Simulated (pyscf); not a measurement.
**Four-centre exchange: HO–Si(OH)(F)–F + HCl -> H₂O + HO–Si(F)(F)–Cl**

Gas phase, singlet surface, charge 0. Bonds broken: O1–Si2, Cl8–H9. Bonds formed: O1–H9, Si2–Cl8. Single points on ωB97X-D3(BJ)/def2-SVP structures (PySCF, gas phase).

Transition state (Å):

```xyz
9

O     -0.0798     1.0975     0.3066
Si    -1.0192    -0.3789    -0.0268
O     -0.3008    -1.5569    -0.8765
F     -2.5797    -0.0400    -0.1408
F     -0.9176    -0.9067     1.4985
H     -0.2138     1.5913     1.1308
H     -0.1858    -1.3259    -1.8088
Cl    -0.7545     1.0423    -2.1975
H     -0.1810     1.5531    -0.6804
```

One imaginary mode, 376i cm⁻¹; descent along it reached the two sides named, in the forms told below.

| bond | change | reactant side (Å) | saddle | product side |
|---|---|---|---|---|
| O1–Si2 | breaks | 1.656 | 1.781 | 1.992 |
| Cl8–H9 | breaks | 1.300 | 1.700 | 2.520 |
| O1–H9 | forms | 1.888 | 1.092 | 0.969 |
| Si2–Cl8 | forms | 3.8 | 2.6 | 2.178 |

Electronic energies relative to the separated reactants (eV):

```json
[
 {"level": "ωB97X-D3(BJ)/def2-TZVP", "barrier": "0.71", "reaction energy": "+0.14", "reverse barrier": "0.57"},
 {"level": "PBE/def2-TZVP", "barrier": "0.60", "reaction energy": "+0.16", "reverse barrier": "0.44"},
 {"level": "r²SCAN/def2-TZVP", "barrier": "0.63", "reaction energy": "+0.22", "reverse barrier": "0.41"},
 {"level": "B3LYP-D3(BJ)/def2-TZVP", "barrier": "0.75", "reaction energy": "+0.23", "reverse barrier": "0.52"},
 {"level": "PBE0-D3(BJ)/def2-TZVP", "barrier": "0.63", "reaction energy": "+0.17", "reverse barrier": "0.46"},
 {"level": "M06-2X/def2-TZVP", "barrier": "0.74", "reaction energy": "+0.29", "reverse barrier": "0.45"},
 {"level": "ωB97M-D3(BJ)/def2-TZVP", "barrier": "0.75", "reaction energy": "+0.22", "reverse barrier": "0.53"},
 {"level": "HF/def2-TZVP", "barrier": "1.45", "reaction energy": "+0.34", "reverse barrier": "1.11"}
]
```

With ωB97M-D3(BJ)/def2-TZVP energies and thermal terms (ideal gas, 1 atm, RRHO with modes under 100 cm⁻¹ raised to 100, one conformer, R ln 2 for chiral ones without a mode under 150 cm⁻¹), in eV:

| T (K) | ΔH‡ | ΔG‡ | ΔH | ΔG |
|---|---|---|---|---|
| 298 | 0.78 | 1.29 | +0.29 | +0.28 |
| 600 | 0.76 | 1.82 | +0.27 | +0.28 |
| 900 | 0.76 | 2.34 | +0.25 | +0.29 |
| 1200 | 0.78 | 2.87 | +0.23 | +0.30 |

On the reactant side the descent ends in a complex, 0.26 eV under the separated species and 0.97 eV under the saddle at ωB97X-D3(BJ)/def2-TZVP. On the product side the descent ends in an adduct with a O–Si contact (not fully relaxed), 0.35 eV over the separated species and 0.22 eV under the saddle at ωB97X-D3(BJ)/def2-TZVP. What is counted as broken (O–Si) persists as a longer contact in the product adduct; parting that adduct is a step of its own. One saddle was located; it need not be the lowest between these sides.
